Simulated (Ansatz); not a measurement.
**CH₂O (triplet): from Hartree-Fock to the top rungs, cc-pVDZ**

How much of the correlation energy of CH₂O (triplet) does each wave-function method recover here?

Computed with Ansatz 0.2.0, Gaussian basis. Level: cc-pVDZ, core rule «outside noble gas», up to 2 orbitals frozen.

Plan: UHF; CCSD(T) on ROHF; CCSD(T) on UHF; BCCD(T) on ROHF; CISD; CCSDT(Q) on ROHF; CCSDT(Q) on UHF; CASSCF and MRCISD+Q, 12 electrons in 10 orbitals; CASSCF and NEVPT2, 12 electrons in 10 orbitals.

6 further runs of the same task are left out: 6 set aside as unsound or not needed.

## 1. What is computed

The geometry is a PBE0/def2-TZVP stationary point (not a proven minimum) of the parent state, kept for this charge and spin.

4 atoms, charge 0, spin multiplicity 3.

Atoms are counted from 1 here; the program's logs count them from 0.

Bond lengths: O1–C2 1.195 Å, C2–H3 1.109 Å, C2–H4 1.109 Å. Angles: O1–C2–H3 122.0°, O1–C2–H4 122.0°, H3–C2–H4 115.9°.

## 2. UHF

Contents of in.yaml:

```yaml
crystal:
  periodic: [false, false, false]
  atoms:
    - {symbol: O, position_ang: [0.000000, 0.000000, 0.597913]}
    - {symbol: C, position_ang: [0.000000, 0.000000, -0.597504]}
    - {symbol: H, position_ang: [0.000000, -0.940035, -1.185490]}
    - {symbol: H, position_ang: [0.000000, 0.940035, -1.185490]}
basis:
  gaussian: {orbitals: cc-pVDZ}
magnetization: {spin_polarized: true, initial_magnetization: 2}
hamiltonian: {xc: hf}
output: {orbitals: {seedname: orbitals}}
```

The run is started by

```console
$ ansatz run in.yaml --threads 1 --pin off --events-out ev --progress --plain --max-ram 4096MiB --backend cpu
```

Further steps of the session: CCSD(T) on ROHF; CCSD(T) on UHF; BCCD(T) on ROHF; CISD; CCSDT(Q) on ROHF; CCSDT(Q) on UHF; CASSCF and MRCISD+Q, 12 electrons in 10 orbitals; CASSCF and NEVPT2, 12 electrons in 10 orbitals.

**Question.** What will the summary of the whole plan be? Wanted: UCCSDT(Q) below the RHF energy; RMP2 from UCCSDT(Q); UMP2 from UCCSDT(Q); RCCSD from UCCSDT(Q); RCCSD(T) from UCCSDT(Q); UCCSD(T) from UCCSDT(Q); RCCSDT(Q) from UCCSDT(Q); NEVPT2 valence from UCCSDT(Q); MRCISD+Q valence from UCCSDT(Q).

As calculated:

```
                         quantity                                                   value
   UCCSDT(Q) below the RHF energy                                              -8.4966 eV
              RMP2 from UCCSDT(Q)                                             +1017.8 meV
              UMP2 from UCCSDT(Q)                                             +1044.5 meV
             RCCSD from UCCSDT(Q)                                              +227.4 meV
          RCCSD(T) from UCCSDT(Q)                                               +35.7 meV
          UCCSD(T) from UCCSDT(Q)                                               +35.0 meV
         RCCSDT(Q) from UCCSDT(Q)                                                +1.5 meV
    NEVPT2 valence from UCCSDT(Q)                                             +1084.6 meV
  MRCISD+Q valence from UCCSDT(Q)                                               +53.9 meV
levels within 1 kcal/mol (43 meV)  RCCSD(T), UCCSD(T), BCCD(T), RCCSDT, UCCSDT, RCCSDT(Q)
                    T1 diagnostic                                                   0.034
   effectively unpaired electrons                                                    2.01
```

**Reading.** RCCSD(T) lands +35.7 meV from the yardstick (0.4 % of the correlation energy). One determinant dominates. Of the multireference levels listed MRCISD+Q valence comes nearest in total energy (+53.9 meV), which doesn't show that its space is the better one. These misses are within one basis, not against nature; the frozen cores of restricted and unrestricted runs differ, which can shift their rows.
